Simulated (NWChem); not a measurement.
# SiNH5F+ (SMILES [NH3+][SiH2]F) at 6 levels

Wanted: a comparison of 6 runs (HF/STO-3G, HF/3-21G, HF/pcseg-2, B3LYP/6-31G*, BP86/def2-SVP) of SiNH5F+. 

The calculation is run with NWChem 7.3.0.

## 1. The molecule

SiNH5F+ has 8 atoms, charge +1, and is taken as a singlet. SMILES: `[NH3+][SiH2]F`. Geometry: relaxed at GFN2-xTB.

Bond lengths: N1–Si2 1.922 Å, Si2–F3 1.584 Å, N1–H4 1.025 Å, N1–H5 1.025 Å, N1–H6 1.022 Å, Si2–H7 1.444 Å, Si2–H8 1.444 Å. Some angles: N1–Si2–F3 95.1°, N1–Si2–H7 103.5°, N1–Si2–H8 103.6°, F3–Si2–H7 110.8°, F3–Si2–H8 110.8°, Si2–N1–H4 110.9°, Si2–N1–H5 110.8°, Si2–N1–H6 113.8°, H7–Si2–H8 127.3°, H4–N1–H5 106.3°.

## 2. Energy and gradient at HF/STO-3G (run 1)

File run.py:

```python
from ase import Atoms
from ase.calculators.nwchem import NWChem

molecule = Atoms('NSiFHHHHH', positions=[
    [-0.535820, 0.589390, -0.466360],
    [0.506880, -0.604250, 0.621480],
    [1.429750, -1.105450, -0.564460],
    [-1.007460, 0.078820, -1.220220],
    [0.064380, 1.284690, -0.922250],
    [-1.254260, 1.099540, 0.052300],
    [1.234300, 0.284380, 1.496420],
    [-0.437760, -1.627130, 1.003090],
])

calc = NWChem(
    label='work',
    theory='scf',
    memory='2200 mb',
    basis='STO-3G',
    basispar='spherical bse',
    charge=1,
    scf={'nopen': '0', 'rhf': None, 'thresh': '1e-08', 'maxiter': '80'},
)
molecule.calc = calc

forces = molecule.get_forces()
print("Total energy (eV):", round(molecule.get_potential_energy(), 6))
print("forces (eV/A):")
for s, f in zip(molecule.symbols, forces):
    print(f"{s:2s} {f[0]:10.5f} {f[1]:10.5f} {f[2]:10.5f}")
print("dipole (e A):", molecule.get_dipole_moment().round(4))
```

Run with:

```sh
$ export ASE_NWCHEM_COMMAND="nwchem PREFIX.nwi > PREFIX.nwo"
$ python run.py
```

Output:

```text
Total energy (eV): -11977.768437
forces (eV/A):
N     0.87186   -1.06325    1.14229
Si   -0.38613    0.48563   -0.56785
F     0.60020   -0.41163   -0.43863
H    -0.35306   -0.19227   -0.43231
H     0.23346    0.47036   -0.26729
H    -0.56595    0.44223    0.25125
H    -0.67826   -0.41287    0.01491
H     0.27783    0.68175    0.29763
dipole (e A): [-0.3542  0.2881  0.0842]
```

The calculator wrote work.nwi:

```
title "work"

permanent_dir work

scratch_dir work

start work

geometry units angstrom nocenter noautosym noautoz
  N  -5.3581999999999996e-01 5.8938999999999997e-01 -4.6636000000000000e-01
  Si 5.0688000000000000e-01 -6.0424999999999995e-01 6.2148000000000003e-01
  F  1.4297500000000001e+00 -1.1054500000000000e+00 -5.6445999999999996e-01
  H  -1.0074600000000000e+00 7.8820000000000001e-02 -1.2202200000000001e+00
  H  6.4380000000000007e-02 1.2846900000000001e+00 -9.2225000000000001e-01
  H  -1.2542599999999999e+00 1.0995400000000000e+00 5.2299999999999999e-02
  H  1.2343000000000000e+00 2.8438000000000002e-01 1.4964200000000001e+00
  H  -4.3775999999999998e-01 -1.6271300000000000e+00 1.0030900000000000e+00
end

charge 1

memory 2200 mb

basis spherical bse noprint
   * library STO-3G
end

scf
  nopen 0
  rhf
  thresh 1e-08
  maxiter 80
end

task scf gradient
```

work.nwo:

```text
Northwest Computational Chemistry Package (NWChem) 7.3.0
             --------------------------------------------------------

           Job information
           ---------------

    nwchem branch   = 7.3.0
    use scalapack   = T
    input           = work.nwi
    prefix          = work.
    data base       = work/work.db
    status          = startup
    nproc           =        1

           Memory information
           ------------------

    heap     =     72089598 doubles =      550.0 Mbytes
    stack    =     72089595 doubles =      550.0 Mbytes
    global   =    144179200 doubles =     1100.0 Mbytes (distinct from heap & stack)
    total    =    288358393 doubles =     2200.0 Mbytes
    verify   = yes
    hardfail = no

[... 140 lines left out ...]
 Convergence threshold     :          1.000E-08
[... 12 lines left out ...]
       Final RHF  results
[... 3 lines left out ...]
      One-electron energy =   -853.875177961972
[... 1 line left out ...]
 Nuclear repulsion energy =    125.505326728318
[... 32 lines left out ...]
                       ROHF Final Molecular Orbital Analysis
[... 179 lines left out ...]
                         RHF ENERGY GRADIENTS

    atom               coordinates                        gradient
                 x          y          z           x          y          z
   1 N      -1.012553   1.113786  -0.881293   -0.016955   0.020677  -0.022214
   2 Si      0.957864  -1.141867   1.174427    0.007509  -0.009444   0.011043
   3 F       2.701836  -2.088998  -1.066675   -0.011672   0.008005   0.008530
[... 4 lines of this table left out ...]
   8 H      -0.827246  -3.074830   1.895565   -0.005403  -0.013258  -0.005788

                 ----------------------------------------
                 |  Time  |  1-e(secs)   |  2-e(secs)   |
                 ----------------------------------------
                 |  CPU   |       0.00   |       0.18   |
                 ----------------------------------------
                 |  WALL  |       0.00   |       0.18   |
                 ----------------------------------------

 Task  times  cpu:        0.8s     wall:        0.8s
 Total times  cpu:        0.8s     wall:        0.8s
```

Run time: 1.7 s. Hardware: 1 thread of Intel Xeon 6975P-C (Granite Rapids), shared host; peak memory 0.099 GiB.

## 3. Energy and gradient at HF/3-21G (run 2)

File m1.nw:

```
START m1
TITLE "FH5NSi hf"
memory stack 880 mb heap 220 mb global 1100 mb
charge 1

GEOMETRY noautosym nocenter noautoz
   N    -0.535820    0.589390   -0.466360
   Si    0.506880   -0.604250    0.621480
   F     1.429750   -1.105450   -0.564460
   H    -1.007460    0.078820   -1.220220
   H     0.064380    1.284690   -0.922250
   H    -1.254260    1.099540    0.052300
   H     1.234300    0.284380    1.496420
   H    -0.437760   -1.627130    1.003090
END

BASIS "ao basis" spherical bse
   * library 3-21G
END

SCF
   thresh 1e-08
   maxiter 80
   noprint "final vectors analysis"
END

TASK scf gradient
```

Run with:

```sh
$ nwchem m1.nw > m1.out
```

Output:

```text
[...]
  functions       =    41
[...]
  wavefunction    = RHF
[...]
         Total SCF energy =   -443.195645040537
      One-electron energy =   -855.813334514802
      Two-electron energy =    287.112362745947
 Nuclear repulsion energy =    125.505326728318
        Time for solution =      0.6s
[...]
                         RHF ENERGY GRADIENTS
    atom               coordinates                        gradient
                 x          y          z           x          y          z
   1 N      -1.012553   1.113786  -0.881293    0.003305  -0.002322  -0.001886
   2 Si      0.957864  -1.141867   1.174427    0.010645  -0.009446   0.000414
   3 F       2.701836  -2.088998  -1.066675   -0.019622   0.011802   0.020746
   4 H      -1.903823   0.148948  -2.305881   -0.001617  -0.000988  -0.002979
   5 H       0.121661   2.427712  -1.742800    0.001419   0.002425  -0.002151
   6 H      -2.370208   2.077829   0.098833   -0.001296   0.000754   0.001458
   7 H       2.332489   0.537400   2.827824    0.002797  -0.002000  -0.008033
   8 H      -0.827246  -3.074830   1.895565    0.004369  -0.000226  -0.007569
[...]
```

Wall time 1.5 s (1 thread of Intel Xeon 6975P-C (Granite Rapids), shared host); peak memory 0.099 GiB.

Runs 3 to 5 aren't shown in full; the table further down has their settings and results.

## 4. Energy and gradient at BP86/def2-SVP (run 6)

File fh5nsi.xyz:

```xyz
8
FH5NSi gradient
N     -0.535820     0.589390    -0.466360
Si     0.506880    -0.604250     0.621480
F      1.429750    -1.105450    -0.564460
H     -1.007460     0.078820    -1.220220
H      0.064380     1.284690    -0.922250
H     -1.254260     1.099540     0.052300
H      1.234300     0.284380     1.496420
H     -0.437760    -1.627130     1.003090
```

File fh5nsi.nw:

```
start fh5nsi
title "FH5NSi gradient"
memory total 2200 mb
charge 1

geometry units angstrom noautosym nocenter noautoz
  load format xyz fh5nsi.xyz
end

basis spherical bse
  * library def2-SVP
end

dft
  xc becke88 perdew86
  grid xfine
  convergence energy 1e-08
  maxiter 100
  mulliken
  print medium
end

task dft gradient
```

Run with:

```sh
$ nwchem fh5nsi.nw > fh5nsi.out
```

Output:

```text
[...]
          Wavefunction type:  closed shell.
          No. of atoms     :     8
          No. of electrons :    34
[...]
          Charge           :     1
          Spin multiplicity:     1
[...]
          AO basis - number of functions:    71
[...]
              XC Information
              --------------
                    Becke 1988 Exchange Functional  1.000
                Perdew 1981 Correlation Functional  1.000 local
                Perdew 1986 Correlation Functional  1.000 non-local
[...]
 d= 0,ls=0.0,diis     1   -446.5461144035 -5.72D+02  4.11D-02  1.91D+00     1.7
[...]
 d= 0,ls=0.0,diis    10   -446.7148536414 -1.44D-09  2.44D-07  5.40D-10    15.2
         Total DFT energy =     -446.714853641363
      One electron energy =     -858.773777097298
           Coulomb energy =      326.504929111521
    Exchange-Corr. energy =      -39.951332383904
 Nuclear repulsion energy =      125.505326728318
[...]
      Total Density - Mulliken Population Analysis
     ---------------------------------------------
    Atom       Charge   Shell Charges
 -----------   ------   -------------------------------------------------------
    1 N    7     7.18   1.99  1.01  0.37  2.49  1.31  0.01
    2 Si  14    13.28   2.00  1.98  1.08  0.13  5.92  1.22  0.62  0.33
    3 F    9     9.23   1.99  1.13  0.78  3.35  1.98  0.01
    4 H    1     0.78   0.68  0.06  0.04
    5 H    1     0.78   0.68  0.06  0.04
    6 H    1     0.78   0.68  0.06  0.04
    7 H    1     0.98   0.74  0.23  0.01
    8 H    1     0.98   0.74  0.23  0.01
[...]
  wavefunction    = closed shell
                         DFT ENERGY GRADIENTS
    atom               coordinates                        gradient
                 x          y          z           x          y          z
   1 N      -1.012553   1.113786  -0.881293   -0.003863   0.005938  -0.009587
   2 Si      0.957864  -1.141867   1.174427    0.005591  -0.007191   0.008804
   3 F       2.701836  -2.088998  -1.066675   -0.017338   0.010977   0.016286
   4 H      -1.903823   0.148948  -2.305881    0.005596   0.005442   0.007740
   5 H       0.121661   2.427712  -1.742800   -0.006243  -0.007883   0.004401
   6 H      -2.370208   2.077829   0.098833    0.009964  -0.007666  -0.004846
   7 H       2.332489   0.537400   2.827824   -0.004058  -0.008035  -0.013519
   8 H      -0.827246  -3.074830   1.895565    0.010352   0.008418  -0.009280
[...]
```

Wall time 19 s (1 thread of Intel Xeon 6975P-C (Granite Rapids), shared host); peak memory 0.14 GiB.

## 5. The series

```csv
run,level,iteration cap,module,energy (Eh),largest force (eV/Å),wall time
1,HF/STO-3G,80,scf,-440.174875,1.788,1.7 s
2,HF/3-21G,80,scf,-443.195645,1.589,1.5 s
3,HF/pcseg-2,80,scf,-445.657817,2.565,75 s
4,B3LYP/6-31G* (spherical functions),100,dft,-446.903427,1.108,15 s
5,B3LYP/6-31G* (Cartesian functions),100,dft,-446.907450,1.162,15 s
6,BP86/def2-SVP,100,dft,-446.714854,1.347,19 s
```

## 6. Results

| quantity | value |
| --- | --- |
| run 6: total energy | -446.71485 Eh |
| run 6: HOMO energy | -14.20 eV |
| run 6: LUMO energy | -6.46 eV |
| run 6: HOMO–LUMO gap | 7.75 eV |
| run 6: largest force on an atom | 1.347 eV/Å |

In words: Over runs 1, 5, 6 the HOMO–LUMO gap runs from 7.75 eV (BP86/def2-SVP) to 20.76 eV (HF/STO-3G). The two ends differ in method and basis. Totals of different functionals can't be ranked against each other. In run 1 the basis is minimal, so the values are rough. All runs together took 2.1 min, the longest 75 s.
